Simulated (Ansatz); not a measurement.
How far each method lies from RCCSDT(Q) for C4H10, singlet

Geometry: MP2(full)/6-31G*, from the G2/97 set.

```json
{"atom": "C", "x (Å)": "0.0000", "y (Å)": "0.0000", "z (Å)": "0.3679"}
{"atom": "H", "x (Å)": "0.0000", "y (Å)": "0.0000", "z (Å)": "1.4662"}
{"atom": "C", "x (Å)": "0.0000", "y (Å)": "1.4503", "z (Å)": "-0.1053"}
{"atom": "H", "x (Å)": "0.0000", "y (Å)": "1.4940", "z (Å)": "-1.1999"}
{"atom": "H", "x (Å)": "-0.8855", "y (Å)": "1.9847", "z (Å)": "0.2522"}
{"atom": "H", "x (Å)": "0.8855", "y (Å)": "1.9847", "z (Å)": "0.2522"}
{"atom": "C", "x (Å)": "1.2560", "y (Å)": "-0.7251", "z (Å)": "-0.1053"}
{"atom": "H", "x (Å)": "1.2938", "y (Å)": "-0.7470", "z (Å)": "-1.1999"}
{"atom": "H", "x (Å)": "2.1615", "y (Å)": "-0.2255", "z (Å)": "0.2522"}
{"atom": "H", "x (Å)": "1.2761", "y (Å)": "-1.7592", "z (Å)": "0.2522"}
{"atom": "C", "x (Å)": "-1.2560", "y (Å)": "-0.7251", "z (Å)": "-0.1053"}
{"atom": "H", "x (Å)": "-1.2938", "y (Å)": "-0.7470", "z (Å)": "-1.1999"}
{"atom": "H", "x (Å)": "-1.2761", "y (Å)": "-1.7592", "z (Å)": "0.2522"}
{"atom": "H", "x (Å)": "-2.1615", "y (Å)": "-0.2255", "z (Å)": "0.2522"}
```

Basis cc-pVDZ; Ansatz 0.2.0. Correlated methods freeze the noble-gas cores, which leaves 26 electrons in 102 orbitals. Prefix R: restricted or restricted open-shell reference. Active spaces: frontier = (8e, 8o) about the gap.

Full CI isn't at hand for all of this; RCCSDT(Q) serves as the reference, and is uncertain by about the last step of the cluster series.

The UHF ⟨S²⟩ is 0.000, the T1 diagnostic (RCCSD) is 0.0065 and the largest doubles amplitude (RCCSD) is 0.020.

| level | E − E(RCCSDT(Q)) (kJ/mol) | share of correlation (%) | wall time |
| --- | --- | --- | --- |
| RHF | 1766.5 | 0.00 | – |
| RMP2 | 215.8 | 87.79 | – |
| CISD | 318.6 | 81.96 | 60 s |
| RCCSD | 53.3 | 96.98 | – |
| RCCSD(T) | 5.1 | 99.71 | 5.5 s |
| BCCD(T) | 5.0 | 99.72 | 1.6 s (H100) |
| RCCSDT | 2.5 | 99.86 | – |
| CASSCF (frontier space) | 1555.2 | 11.96 | – |
| NEVPT2 (frontier space) | 233.4 | 86.79 | 3.4 s (H100) |
| MRCISD (frontier space) | 255.9 | 85.51 | – |
| MRCISD+Q (frontier space) | 48.8 | 97.24 | 3.9 s (H100) |

The correlation energy at RCCSDT(Q), counted from RHF, is -18.308 eV. That run took 45 s on 5 threads of AMD EPYC 7R13 with a whole H100 80 GB, shared host.

Times hold each run's SCF and search for its determinant on a shared host, so for small cases they say little of a method's own cost; rows without a card ran on 1 thread of AMD EPYC 7R13.

Atomization energy (electronic, same basis, no zero-point term; atoms at the same level, unrestricted beside the R rows where the molecule is a closed shell, with restricted open-shell steps beyond CCSDT(Q)) at RCCSDT(Q): 5113.4 kJ/mol. Errors of other levels:

```
   level  error (kJ/mol)
     RHF          -987.6
    RMP2            19.5
    CISD          -300.2
   RCCSD           -40.1
RCCSD(T)            -1.6
 BCCD(T)            -1.1
  RCCSDT            -2.3
```

This basis is far from its limit, so the value isn't to be set against a measured one. Truncated CI isn't size-consistent, which counts against it in atomization.
